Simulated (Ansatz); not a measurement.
Mulliken charges of CH$_{4}$ClSi (`C[SiH]Cl`) radical from r2SCAN/def2-TZVPP in Ansatz (PBE0-D4/def2-TZVP geometry).

```json
{"atom": "C1", "x (Å)": "-0.637", "y (Å)": "0.463", "z (Å)": "-0.329", "charge (e)": "-0.288"}
{"atom": "Si2", "x (Å)": "1.004", "y (Å)": "-0.393", "z (Å)": "-0.088", "charge (e)": "0.361"}
{"atom": "Cl3", "x (Å)": "0.685", "y (Å)": "-2.303", "z (Å)": "0.628", "charge (e)": "-0.259"}
{"atom": "H4", "x (Å)": "-0.475", "y (Å)": "1.484", "z (Å)": "-0.683", "charge (e)": "0.081"}
{"atom": "H5", "x (Å)": "-1.182", "y (Å)": "0.503", "z (Å)": "0.618", "charge (e)": "0.088"}
{"atom": "H6", "x (Å)": "-1.249", "y (Å)": "-0.067", "z (Å)": "-1.060", "charge (e)": "0.086"}
{"atom": "H7", "x (Å)": "1.854", "y (Å)": "0.312", "z (Å)": "0.914", "charge (e)": "-0.068"}
```

Q: By hand: the dipole of these point charges (1 e Å = 4.8032 D).

A: Σ q r = (-0.007, 0.459, -0.254) e Å, of length 0.525 e Å = 2.52 D.

Q: How does the dipole of the full density compare? (Estimate.)

A: Computed: (-0.150, 0.334, -0.106) e Å, 1.83 D; the point charges give 1.38 times that, at 25° from its direction.

Point charges leave out the atoms' own dipoles, such as those of lone pairs, and Mulliken's split depends on the basis, so the two needn't agree.
